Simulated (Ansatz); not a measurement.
## AlP, singlet in 6-31G: errors against full CI

Geometry: a point of a stretch scan, not a stationary point.

```yaml
atoms:
  - { symbol: Al, position_ang: [0.0000, 0.0000, 0.0000] }
  - { symbol: P, position_ang: [0.0000, 0.0000, 2.5660] }
```

Basis 6-31G; Ansatz 0.2.0. Only valence electrons are correlated (noble-gas cores frozen), which leaves 8 electrons in 16 orbitals. R marks a restricted (for open shells ROHF) determinant, U an unrestricted one. Active spaces: pair = (2e, 2o) about the gap; valence = (8e, 8o) chosen from the atoms' valence shells.

Full CI is exact within this basis and frozen core; it isn't the basis-set limit. The frozen core follows each run's orbitals, which can shift R against U totals by a few meV.

The determinant fills πx and πy unequally, so it is a mixture of Σ and Δ, which weighs on every level built on one determinant.

- UHF ⟨S²⟩: 1.012
- T1 diagnostic (RCCSD): 0.0229
- largest doubles amplitude (RCCSD): 0.254

```
                            level  E − E(full CI) (kcal/mol)  wall time
                             RHF†                      64.61          –
                             UHF†                      39.18          –
                            RMP2†                      26.96          –
                            UMP2†                       7.16          –
                            CISD†                      14.18     0.42 s
                          RCCSD*†                      10.03          –
                          UCCSD*†                     -14.22          –
                       RCCSD(T)*†                       7.77      1.7 s
                       UCCSD(T)*†                     -18.24        6 s
                         BCCD(T)†                       7.76      1.8 s
                         RCCSDT*†                       5.58          –
                         UCCSDT*†                     -20.12          –
                           CISDTQ                       1.12      1.5 s
                      RCCSDT(Q)*†                       4.87      2.4 s
                      UCCSDT(Q)*†                     -20.49      9.5 s
                        RCCSDTQ*†                       4.95        8 s
                        UCCSDTQ*†                     -20.41       41 s
           CASSCF (valence space)                      18.87          –
           NEVPT2 (valence space)                       5.68      2.7 s
           MRCISD (valence space)                       0.63          –
         MRCISD+Q (valence space)                       0.13      3.1 s
MRCISD+Q(relaxed) (valence space)                      -0.10      3.4 s
```

An asterisk marks runs whose energy the program itself flagged as in doubt. A dagger marks rows that describe another state than the reference (another or a broken symmetry, a higher spin or other natural occupations), so the difference isn't the method's error.

Run but not shown, since their state, orbitals or frozen core can't be matched to the reference's or they repeat it: CASSCF (pair space), NEVPT2 (pair space), MRCISD (pair space), MRCISD+Q (pair space).

Times hold each run's SCF and search for its determinant on a shared host, so for small cases they say little of a method's own cost; they ran on 1 thread of Arm Neoverse V2. Some runs computed forces too.

The restricted determinant belongs to another symmetry than the lowest state (B1); the lowest full-CI state of the determinant's symmetry (A1) lies 0.213 eV higher, and methods that keep that symmetry describe that state.

Unrestricted levels hold only the spin's projection, and here they fall towards a lower state of higher spin.

The full-CI state has the irrep B1 of C2v, in the program's axes (one component, if the state is degenerate).

Natural occupations of full CI about the gap: 1.979 1.895 1.858 1.011 0.985 0.145 0.049 0.039 0.010 0.009; effectively unpaired electrons, Σ n²(2−n)², 2.20. No single determinant describes this state well, so single-reference rows can miss without a flag.
